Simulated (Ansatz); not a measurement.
# CH3+ (singlet): wave-function methods side by side at scale of all distances = 1.520, cc-pVDZ

The task here is to estimate one member of a computed series from the others.

Computed with Ansatz 0.2.0, Gaussian basis. Level: cc-pVDZ, core rule «outside noble gas», up to 1 orbitals frozen.

The runs, in order: UHF; CCSD(T) on RHF; BCCD(T) on RHF; CISD; CCSDT(Q) on RHF; CCSDTQ on RHF; CASSCF and MRCISD+Q, 2 electrons in 2 orbitals; CASSCF and NEVPT2, 2 electrons in 2 orbitals; CASSCF and MRCISD+Q, 6 electrons in 7 orbitals; CASSCF and NEVPT2, 6 electrons in 7 orbitals; Full CI.

13 further runs of the same task are left out: 1 for a mislabelled method, 9 that didn't finish, 3 set aside as unsound or not needed.

## The system

The geometry derives from a PBE0/def2-TZVP stationary point (not a proven minimum). All distances are scaled together.

4 atoms, charge 1, spin multiplicity 1.

Atoms are counted from 1 here; the program's logs count them from 0.

No contacts short enough for the rule that draws bonds.

Geometry (Å):

```xyz
4

C     0.0000    0.0000    0.0000
H     1.6616    0.0211   -0.0004
H    -0.8491    1.4284   -0.0043
H    -0.8125   -1.4495    0.0046
```

The first run:

The input, in.yaml:

```yaml
crystal:
  periodic: [false, false, false]
  atoms:
    - {symbol: C, position_ang: [0.000000, 0.000000, 0.000000]}
    - {symbol: H, position_ang: [1.661591, 0.021124, -0.000355]}
    - {symbol: H, position_ang: [-0.849090, 1.428411, -0.004260]}
    - {symbol: H, position_ang: [-0.812501, -1.449535, 0.004614]}
basis:
  gaussian: {orbitals: cc-pVDZ}
total_charge: 1
magnetization: {spin_polarized: true, initial_magnetization: 0}
hamiltonian: {xc: hf}
output: {orbitals: {seedname: orbitals}}
```

Command:

```sh
ansatz run in.yaml --threads 1 --pin off --events-out ev --progress --plain --max-ram 2393MiB
```

Steps of the session up to this table: UHF; CCSD(T) on RHF; BCCD(T) on RHF; CISD; CCSDT(Q) on RHF; CCSDTQ on RHF; CASSCF and MRCISD+Q, 2 electrons in 2 orbitals; CASSCF and NEVPT2, 2 electrons in 2 orbitals; CASSCF and MRCISD+Q, 6 electrons in 7 orbitals; CASSCF and NEVPT2, 6 electrons in 7 orbitals; Full CI.

One table of the session follows, with a row left open; its other results are not shown here.

```
          method  from FCI (kcal/mol)
             RHF              +111.55
            RMP2               +26.16
            CISD               +11.16
           RCCSD                +4.64
        RCCSD(T)                +1.12
         BCCD(T)                +1.11
          RCCSDT                +0.32
       RCCSDT(Q)                    ?
         RCCSDTQ                +0.02
     CASSCF pair               +90.08
     NEVPT2 pair               +22.81
  CASSCF valence               +33.54
  NEVPT2 valence                +7.55
  MRCISD valence                +1.10
MRCISD+Q valence                +0.33
             FCI                    0
```

Estimate the missing values for RCCSDT(Q).

The run gave: from FCI (kcal/mol): +0.06. In the column «from FCI (kcal/mol)» it lies between RCCSDTQ (+0.02) and RCCSDT (+0.32).

Not comparable, so not listed: CASSCF and MRCISD+Q, 2 electrons in 2 orbitals (they don't share determinant, frozen orbitals or solution with the rows shown, or repeat one).

To keep in mind: Warnings in the runs' records: passed over end.
